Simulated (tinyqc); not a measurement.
Ways to converge the cycle: SCF convergence aids in the sto-3g basis, for H3O+, spin multiplicity 1. Computed by the program tinyqc with PySCF. RHF with one setting changed at a time; a run stops when the energy changes by less than 1e-09 hartree and the error matrix is below 1e-5. The start is the Wolfsberg-Helmholz matrix. Damping d keeps d of the old density; a shift (hartree) raises the virtual levels; DIIS n extrapolates F over n matrices.

Geometry (angstrom):
```
atom,x,y,z
O,0.0000,0.0000,0.0660
H,0.9760,0.0000,0.0000
H,-0.4880,0.8450,0.0000
H,-0.4880,-0.8450,0.0000
```

lowest restricted solution found by these runs and by PySCF = -75.328561 hartree

Largest element of the error matrix X^T (FDS - SDF) X:
```
iteration,plain,damping 0.3,damping 0.6,shift 0.4,DIIS 3,DIIS 8
1,5.2e-01,5.2e-01,5.2e-01,5.2e-01,5.2e-01,5.2e-01
2,8.1e-02,1.7e-01,3.2e-01,1.1e-01,8.1e-02,8.1e-02
3,2.1e-02,6.2e-02,2.0e-01,4.7e-02,1.3e-02,1.3e-02
4,5.6e-03,3.2e-02,1.2e-01,1.9e-02,6.0e-04,6.0e-04
5,1.4e-03,1.6e-02,7.7e-02,7.9e-03,2.4e-04,2.6e-04
6,3.8e-04,7.7e-03,4.8e-02,3.2e-03,8.1e-05,4.1e-06
8,3.3e-05,1.8e-03,2.3e-02,5.2e-04,9.9e-07,-
10,5.0e-06,4.3e-04,1.2e-02,1.2e-04,-,-
14,-,2.4e-05,3.1e-03,1.3e-05,-,-
20,-,-,3.9e-04,-,-,-
30,-,-,1.2e-05,-,-,-
```

How each run ends:
```
run,iterations,E (hartree),state
plain,10,-75.32856,lowest found
damping 0.3,19,-75.32856,lowest found
damping 0.6,39,-75.32856,lowest found
shift 0.4,15,-75.32856,lowest found
DIIS 3,8,-75.32856,lowest found
DIIS 8,7,-75.32856,lowest found
```

What does the comparison show, and why?

6 of 6 runs reach the lowest restricted solution found, in 7 to 39 iterations (fastest: DIIS 8). Plain steps already contract here, so damping only slows them. DIIS 3 and DIIS 8 gain by cancelling the error over several earlier matrices, much as a quasi-Newton step does.
